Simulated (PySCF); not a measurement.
Molecule (SMILES): N (NH3).
Geometry (B3LYP-D3(BJ)/def2-TZVP, fixed):
```xyz
4

N      0.0022    -0.0038     0.1116
H     -0.0020     0.9512    -0.2281
H      0.8095    -0.4644    -0.2929
H     -0.8232    -0.4600    -0.2599
```

How fast the isotropic shielding of N1 converges with the basis for several methods (PySCF): deviation from each method's own reference, in ppm. References: HF 260.69 ppm, the value in pcSseg-3; PBE 260.65 ppm, the value in pcSseg-3; PBE0 261.52 ppm, the value in pcSseg-3. All functions are spherical. Core-valence sets carry the plain set on hydrogen. No added dispersion term, no relativity. GIAO; atoms are numbered in the order shown.

```csv
basis,functions,HF,PBE,PBE0
pcseg-0,15,20.33,?,17.12
6-31G,15,5.71,?,1.35
3-21G,15,12.25,?,7.25
def2-SVP,29,12.57,?,10.13
6-311+G**,40,1.31,?,1.34
aug-pcseg-1,50,7.26,?,7.57
aug-cc-pVDZ,50,9.70,?,9.78
"6-311++G(2d,2p)",57,0.84,?,1.36
def2-TZVPPD,88,0.27,?,0.83
cc-pVQZ,145,2.97,?,3.52
pcSseg-3,171,0.00,?,0.00
cc-pCVQZ,174,2.62,?,2.77
```

Question: Complete the blanks.

Answer: 
- pcseg-0, PBE: 15.84
- 6-31G, PBE: -0.89
- 3-21G, PBE: 4.72
- def2-SVP, PBE: 9.34
- 6-311+G**, PBE: 1.47
- aug-pcseg-1, PBE: 7.52
- aug-cc-pVDZ, PBE: 9.73
- 6-311++G(2d,2p), PBE: 1.62
- def2-TZVPPD, PBE: 0.85
- cc-pVQZ, PBE: 3.87
- pcSseg-3, PBE: 0.00
- cc-pCVQZ, PBE: 3.00

Mean absolute deviation over 6-311+G**, 6-311++G(2d,2p), def2-TZVPPD: HF 0.81, PBE0 1.18, PBE 1.32 ppm.
